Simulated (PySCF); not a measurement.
Does the structure fit the spectrum?

A compound C4H9Cl gives the data below (simulated from a calculation) and was assigned the structure `CC(C)(C)Cl`.

$^{13}$C{$^{1}$H} NMR (computed): δ 58.7 (CH2), 36.9 (CH), 22.7 (CH3, 2C).

$^{1}$H NMR (400 MHz, computed): δ 3.27 (d, 2H), 1.79 (m, 1H), 1.00 (d, 6H).

- σ from GIAO-B97-2/pcSseg-2
- PBE0-D3(BJ)/def2-TZVP geometry
- program: PySCF 2.14.0 with density-fitted response routines
- no solvent model, no relativistic terms, single conformer, equivalent nuclei averaged

References, each an isolated molecule treated in the same way: $^{1}$H (31.64 ppm), $^{13}$C (185.38 ppm) against TMS.

(1) Compare with the shifts computed for the proposed structure, pairing carbons in order of shift.

(2) Which isomer fits?

## Answers

(1) Atom-mapped SMILES (the numbers label the heavy atoms): `[CH3:1][C:2]([CH3:3])([CH3:4])[Cl:5]`; H(Xn) means a hydrogen on atom n.

```json
{"atom": "C2", "computed for proposal": "72.9", "given list": "58.7", "difference": "+14.2"}
{"atom": "C1", "computed for proposal": "36.6", "given list": "36.9", "difference": "-0.3"}
{"atom": "C3", "computed for proposal": "36.6", "given list": "22.7", "difference": "+13.9"}
{"atom": "C4", "computed for proposal": "36.6", "given list": "22.7", "difference": "+13.9"}
```

The rms difference is 12.1 ppm and the largest +14.2 ppm at C2 (fully substituted sp3 carbon bonded to Cl). The proposal also would give 2 carbon signals, not 3. The carbon types in order of shift don't match either: C, CH3, CH3, CH3 for the proposal against CH2, CH, CH3, CH3 in the data. The proposal doesn't fit.

(2) SMILES CC(C)CCl.

Carbon types of the structure: 1 × CH, 1 × CH2, 2 × CH3, which accounts for all hydrogens. δC 58.7: sp3 CH2 bonded to Cl; the inductive effect lowers its shielding. δC 36.9: sp3 CH; aliphatic region, no heteroatom directly attached. δH 3.27: hydrogen on an sp3 CH2 bonded to Cl; its carbon carries Cl, hence the downfield position. δH 1.00: hydrogen on a methyl carbon; far from electronegative atoms and π systems.

The data come from this structure; uniqueness wasn't tested.

Carbons that carry Cl, above all several Cl atoms, come out too deshielded, partly because spin–orbit coupling is missing. Shifts are as computed. Against solution values, carbons near 30 ppm lie about +3 ppm off and those near 130 ppm about +7 ppm; carbons on Cl a further +5 ppm. Of 1211 compounds with measured shifts, 218 miss one by over three times the rms of a fit or turn the order of signals round; such compounds aren't used in these exercises. No couplings were computed; multiplicities are counted from neighbouring protons, with m where these are inequivalent, close in shift, in a saturated or five-membered ring or joined by F or P, and br s for small geminal =CH2 splittings.
